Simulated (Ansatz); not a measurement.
**Sulfur (alpha-S8 (Fddd)): adding exact exchange**

Ansatz, plane waves with scalar-relativistic PAW, all at the r²SCAN geometry (a = 10.786 Å, b = 13.182 Å, c = 24.926 Å) on a 2×2×2 mesh, smearing 0.1 eV.

```tsv
functional	gap on the mesh (eV)	rough cost against r²SCAN
r²SCAN50	5.85	8×
r²SCAN	2.47	1×
r²SCAN0	4.13	21×
r²SCANh	3.13	21×
```

A gap read on a coarse mesh may be too large.
